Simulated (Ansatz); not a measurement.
# SiPN (triplet): from Hartree-Fock to the top rungs, def2-QZVPP

An exercise on one series of results from a longer session: the logs are not shown, and one member is left open.

Program: Ansatz 0.2.0, Gaussian basis. Level of theory: def2-QZVPP, core rule «outside noble gas», up to 11 orbitals frozen. These are calculated values, not measurements.

Plan: UHF; ROHF; CCSD(T) on UHF.

2 further runs of the same task are left out: 2 set aside as unsound or not needed.

### What is computed

The geometry is a PBE0/def2-TZVP stationary point (not a proven minimum) of the parent state, kept for this charge and spin.

3 atoms, charge 0, spin multiplicity 3.

Atoms are counted from 1 here; the program's logs count them from 0.

Bond lengths: N1–Si2 1.608 Å, Si2–P3 2.062 Å. Angles: N1–Si2–P3 180.0°.

As a file:

```xyz
3

N     0.0000    0.0000    1.7596
Si    0.0000    0.0000    0.1513
P     0.0000    0.0000   -1.9109
```

Set-up of the first run:

in.yaml

```yaml
crystal:
  periodic: [false, false, false]
  atoms:
    - {symbol: N, position_ang: [0.000000, 0.000000, 1.759600]}
    - {symbol: Si, position_ang: [0.000000, 0.000000, 0.151300]}
    - {symbol: P, position_ang: [0.000000, 0.000000, -1.910900]}
basis:
  gaussian: {orbitals: "def2-QZVPP.json"}
magnetization: {spin_polarized: true, initial_magnetization: 2}
hamiltonian: {xc: hf}
output: {orbitals: {seedname: orbitals}}
```

Run with:

```sh
> ansatz run in.yaml --threads 1 --pin off --events-out ev --progress --plain --max-ram 2393MiB
```

Steps of the session up to this table: UHF; ROHF; CCSD(T) on UHF.

One table of the session follows, with a row left open; its other results are not shown here.

```
  method  from UCCSD(T) (kJ/mol)
    ROHF                 +1300.2
     UHF                       ?
    UMP2                  +236.5
   UCCSD                   +85.5
UCCSD(T)                       0
```

Estimate the missing values for UHF.

**Answer.** from UCCSD(T) (kJ/mol): +1215.5. In the column «from UCCSD(T) (kJ/mol)» it lies between UMP2 (+236.5) and ROHF (+1300.2).

Limits of these values: The determinant is far from a pure spin state, so its energy mixes those of several spin states (harmless only where they are near-degenerate, as at dissociation).
